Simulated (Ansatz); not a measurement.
```yaml
crystal:
  periodic: [false, false, false]
  atoms:
    - {symbol: B, position_ang: [0.000000, 0.000000, -1.355579]}
    - {symbol: C, position_ang: [0.000000, 0.000000, 0.058770]}
    - {symbol: C, position_ang: [0.000000, 0.000000, 1.296810]}
basis:
  gaussian: {orbitals: def2-TZVP}
magnetization: {spin_polarized: true, initial_magnetization: 3}
hamiltonian: {xc: pbe0}
relax: {f_tol: 0.004, max_steps: 80}
```

```sh
$ ansatz run in.yaml --threads 1 --pin off --events-out ev --progress --plain --max-ram 2176MiB
```

Steps of the relaxation (energy above the last step; positions in Å, forces in eV/Å):

```
3
step 1, 0.1 meV
B     0.000    0.000   -1.356    0.000    0.000   -0.080
C     0.000    0.000    0.059    0.000    0.000    0.080
C     0.000    0.000    1.297    0.000    0.000    0.000
```

```
3
step 2, 0.0 meV
B     0.000    0.000   -1.356    0.000    0.000   -0.029
C     0.000    0.000    0.059    0.000    0.000    0.039
C     0.000    0.000    1.297    0.000    0.000   -0.011
```

```
3
step 3, 0.0 meV
B     0.000    0.000   -1.357    0.000    0.000    0.000
C     0.000    0.000    0.060    0.000    0.000    0.003
C     0.000    0.000    1.297    0.000    0.000   -0.002
```

Close pairs at the end: C2–C3 1.238 Å, B1–C2 1.416 Å.

A stationary point of unrestricted PBE0 after 3 steps, with ⟨S²⟩ = 3.809 against 3.75 for a pure state; no frequencies were run, so it isn't proven a minimum. 8.5 s on 1 thread of Arm Neoverse V1, shared host.
